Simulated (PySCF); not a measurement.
hydrogen fluoride (FH), SMILES F. Atoms are numbered in the order given.

```xyz
2

F      0.0000     0.0000    -0.0925
H      0.0000     0.0000     0.8329
```

Coordinates come from a B3LYP-D3(BJ)/def2-TZVPD optimisation.

Method: B3LYP-D3(BJ)/def2-TZVPD in PySCF 2.14.0.

No scaling factor is applied to the harmonic values.

| mode | ν (cm⁻¹) | IR (km/mol) | Raman (Å⁴/amu) | depolarisation | moving atoms (share of kinetic energy) |
|---|---|---|---|---|---|
| 1 | 4068 | 110.0 | 39.9 | 0.14 | H 95 % |
